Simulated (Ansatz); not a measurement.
# One shape, several levels: H2SO4 (sulfuric acid)

Aim: a comparison of 3 runs (HF/3-21G, CAM-B3LYP/def2-SVP, PBE0/def2-SVP) of H2SO4 (sulfuric acid). 

The calculation is run with Ansatz 0.2.0.

6 further runs of the same task are left out: 2 for a known fault of the program, 1 that didn't finish, 3 set aside as unsound or not needed.

## Step 1: Starting point

H2SO4 has 7 atoms, charge 0, and is taken as a singlet. As SMILES, `O=S(=O)(O)O`. The shape is that of a PBE0-D4/def2-TZVP optimisation. This is one conformer, not always the lowest.

Bond lengths: O1–S2 1.416 Å, S2–O3 1.416 Å, S2–O4 1.580 Å, S2–O5 1.580 Å, O4–H6 0.967 Å, O5–H7 0.967 Å. Angles: O1–S2–O3 123.9°, O1–S2–O4 105.7°, O1–S2–O5 108.7°, O3–S2–O4 108.7°, O3–S2–O5 105.7°, O4–S2–O5 102.2°, S2–O4–H6 108.9°, S2–O5–H7 108.9°.

## Step 2: Energy and forces at HF/3-21G (run 1)

Input file run.yaml:

```yaml
crystal:
  periodic: [false, false, false]
  atoms:
    - symbol: O
      position_ang: [-0.977140, -0.371350, -1.312510]
    - symbol: S
      position_ang: [-0.435020, -0.127290, -0.027420]
    - symbol: O
      position_ang: [-1.167740, -0.256280, 1.177330]
    - symbol: O
      position_ang: [0.179190, 1.327270, -0.092530]
    - symbol: O
      position_ang: [0.851910, -1.025550, 0.157520]
    - symbol: H
      position_ang: [0.309320, 1.652230, 0.809120]
    - symbol: H
      position_ang: [1.239490, -1.199010, -0.711500]
basis:
  gaussian:
    orbitals: 3-21G.json
hamiltonian:
  xc: hf
accuracy: high
output: {forces: true, orbitals: {seedname: orbitals}}
```

The basis set 3-21G is read from a file made from the Basis Set Exchange's data (not shown).

On the command line:

```bash
$ ansatz run run.yaml --threads 1 --pin off --max-ram 2610MiB --events-out events.jsonl --progress --plain --runs-dir runs
```

The program printed:

```text
Warning: RAYON_NUM_THREADS=1 ignored (pool sized by the plan → 1); use --threads N
Functional definition: HF
  name "HF"
  exchange = exact_x
  correlation = 0
1160 factors; integrals over basis functions are off by at most 3.5e-9 eV
mean field evaluation 1: about -18883.1454 eV, gradient 5.7e1 eV
mean field evaluation 2: about -18883.6123 eV, gradient 5.8e1 eV
mean field evaluation 4: about -18890.3171 eV, gradient 3.6e0 eV
mean field evaluation 8: about -18890.3849 eV, gradient 6.1e-1 eV
mean field evaluation 16: about -18890.3859 eV, gradient 1.8e-8 eV
mean field -18890.38588177 eV, -694.2088767915 hartree, gradient 4.8e-8 eV, S^2 0.000000; 0 other end points of the search recorded, 0 dependent functions left out
the calculation of the forces begins
reference -18890.38588177 eV, -694.2088767915 hartree; 25, 25 occupied and 28, 28 virtual orbitals, 1160 factors
Total energy: -18890.38588177 eV, -694.2088767915 hartree
Atom 0 at    -0.977140    -0.371350    -1.312510 Å, force    -3.485616    -1.823895    -8.207952 eV/Å
Atom 1 at    -0.435020    -0.127290    -0.027420 Å, force     3.681065     1.076888     0.232820 eV/Å
Atom 2 at    -1.167740    -0.256280     1.177330 Å, force    -4.841155    -0.612701     7.682394 eV/Å
Atom 3 at     0.179190     1.327270    -0.092530 Å, force     1.273150     2.282993     0.520235 eV/Å
Atom 4 at     0.851910    -1.025550     0.157520 Å, force     2.349863    -1.222490    -0.291875 eV/Å
Atom 5 at     0.309320     1.652230     0.809120 Å, force     0.283790     0.901286     0.152438 eV/Å
Atom 6 at     1.239490    -1.199010    -0.711500 Å, force     0.738903    -0.602081    -0.088061 eV/Å
Dipole moment:     0.738755     0.216189     0.046555 e Å
```

Wall time 0.92 s (1 thread of Arm Neoverse V2, shared host); peak memory 0.12 GiB.

## Step 3: Energy and forces at CAM-B3LYP/def2-SVP (run 2)

Input file in.yaml:

```yaml
basis:
  gaussian:
    orbitals: def2-SVP
crystal:
  periodic: [false, false, false]
  atoms:
    - {symbol: O, position_ang: [-0.977140, -0.371350, -1.312510]}
    - {symbol: S, position_ang: [-0.435020, -0.127290, -0.027420]}
    - {symbol: O, position_ang: [-1.167740, -0.256280, 1.177330]}
    - {symbol: O, position_ang: [0.179190, 1.327270, -0.092530]}
    - {symbol: O, position_ang: [0.851910, -1.025550, 0.157520]}
    - {symbol: H, position_ang: [0.309320, 1.652230, 0.809120]}
    - {symbol: H, position_ang: [1.239490, -1.199010, -0.711500]}
hamiltonian:
  xc: {name: CAM-B3LYP}
accuracy: high
output: {forces: true, orbitals: {seedname: orbitals}}
```

On the command line:

```bash
$ ansatz run in.yaml --threads 1 --pin off --max-ram 2610MiB --events-out events.jsonl --progress --plain --runs-dir runs
```

The program printed (excerpt; [...] marks lines left out):

```text
Warning: RAYON_NUM_THREADS=1 ignored (pool sized by the plan → 1); use --threads N
Functional definition: CAM-B3LYP
  name "CAM-B3LYP"
[...]
1802 factors; integrals over basis functions are off by at most 3.7e-9 eV
316 factors; integrals over basis functions are off by at most 1.7e-9 eV
[...]
mean field -19041.58697650 eV, -699.7654145351 hartree, gradient 4.3e-8 eV, S^2 0.000000; 0 other end points of the search recorded, 0 dependent functions left out
[...]
reference -19041.58699007 eV, -699.7654150337 hartree; 25, 25 occupied and 59, 59 virtual orbitals, 1802 factors
Total energy: -19041.58699007 eV, -699.7654150337 hartree
Atom 0 at    -0.977140    -0.371350    -1.312510 Å, force    -0.526450    -0.305543    -1.459723 eV/Å
Atom 1 at    -0.435020    -0.127290    -0.027420 Å, force    -0.027673    -0.008317    -0.001086 eV/Å
Atom 2 at    -1.167740    -0.256280     1.177330 Å, force    -0.772559    -0.074543     1.377262 eV/Å
Atom 3 at     0.179190     1.327270    -0.092530 Å, force     0.398022     0.743645    -0.099166 eV/Å
Atom 4 at     0.851910    -1.025550     0.157520 Å, force     0.720300    -0.416160     0.169651 eV/Å
Atom 5 at     0.309320     1.652230     0.809120 Å, force     0.056961     0.155112     0.176653 eV/Å
Atom 6 at     1.239490    -1.199010    -0.711500 Å, force     0.151399    -0.094194    -0.163591 eV/Å
Dipole moment:     0.640421     0.187414     0.040354 e Å
```

Wall time 8.4 s (1 thread of Arm Neoverse V2, shared host); peak memory 0.3 GiB.

## Step 4: Energy and gradient at PBE0/def2-SVP (run 3)

Input file molecule.yaml:

```yaml
crystal:
  periodic: [false, false, false]
  atoms:
    - symbol: O
      position_ang: [-0.977140, -0.371350, -1.312510]
    - symbol: S
      position_ang: [-0.435020, -0.127290, -0.027420]
    - symbol: O
      position_ang: [-1.167740, -0.256280, 1.177330]
    - symbol: O
      position_ang: [0.179190, 1.327270, -0.092530]
    - symbol: O
      position_ang: [0.851910, -1.025550, 0.157520]
    - symbol: H
      position_ang: [0.309320, 1.652230, 0.809120]
    - symbol: H
      position_ang: [1.239490, -1.199010, -0.711500]
basis:
  gaussian: {orbitals: def2-SVP}
hamiltonian: {xc: {name: PBE0}}
accuracy: high
output: {forces: true, orbitals: {seedname: orbitals}}
```

On the command line:

```bash
$ ansatz run molecule.yaml --threads 1 --pin off --max-ram 2610MiB --events-out events.jsonl --progress --plain --runs-dir runs
```

The program printed (excerpt; [...] marks lines left out):

```text
Warning: RAYON_NUM_THREADS=1 ignored (pool sized by the plan → 1); use --threads N
Functional definition: PBE0
  name "PBE0"
[...]
1802 factors; integrals over basis functions are off by at most 3.7e-9 eV
[...]
mean field -19031.84836625 eV, -699.4075272097 hartree, gradient 5.8e-8 eV, S^2 0.000000; 0 other end points of the search recorded, 0 dependent functions left out
[...]
reference -19031.84836775 eV, -699.4075272647 hartree; 25, 25 occupied and 59, 59 virtual orbitals, 1802 factors
Total energy: -19031.84836775 eV, -699.4075272647 hartree
Atom 0 at    -0.977140    -0.371350    -1.312510 Å, force    -0.566281    -0.291882    -1.536987 eV/Å
Atom 1 at    -0.435020    -0.127290    -0.027420 Å, force     0.077579     0.022483     0.005556 eV/Å
Atom 2 at    -1.167740    -0.256280     1.177330 Å, force    -0.807436    -0.110066     1.449809 eV/Å
Atom 3 at     0.179190     1.327270    -0.092530 Å, force     0.407745     0.812270    -0.095614 eV/Å
Atom 4 at     0.851910    -1.025550     0.157520 Å, force     0.765695    -0.468657     0.169573 eV/Å
Atom 5 at     0.309320     1.652230     0.809120 Å, force     0.034735     0.085467     0.112188 eV/Å
Atom 6 at     1.239490    -1.199010    -0.711500 Å, force     0.087963    -0.049616    -0.104525 eV/Å
Dipole moment:     0.636532     0.186276     0.040109 e Å
```

It took 8.1 s on 1 thread of Arm Neoverse V2, shared host; peak memory 0.27 GiB.

## Step 5: Overview of the runs

| run | level | energy (Eh) | dipole moment (D) | HOMO energy (eV) | LUMO energy (eV) | wall time |
| --- | --- | --- | --- | --- | --- | --- |
| 1 | HF/3-21G | -694.208877 | 3.70 | -13.66 | 4.94 | 0.92 s |
| 2 | CAM-B3LYP/def2-SVP | -699.765415 | 3.21 | -10.74 | 1.63 | 8.4 s |
| 3 | PBE0/def2-SVP | -699.407527 | 3.19 | -9.38 | 0.76 | 8.1 s |

## Step 6: Results

```
                       quantity          value
            run 3: total energy  -699.40753 Eh
           run 3: dipole moment         3.19 D
             run 3: HOMO energy       -9.38 eV
             run 3: LUMO energy        0.76 eV
           run 3: HOMO–LUMO gap       10.13 eV
run 3: largest force on an atom     1.664 eV/Å
```

**Reading.** The dipole moment (its size) runs from 3.19 D (PBE0/def2-SVP) to 3.70 D (HF/3-21G). The two ends differ in method and basis. The HOMO–LUMO gap runs from 10.13 eV (PBE0/def2-SVP) to 18.61 eV (HF/3-21G). Totals of different functionals can't be ranked against each other. All runs together took 17 s, the longest 8.4 s.
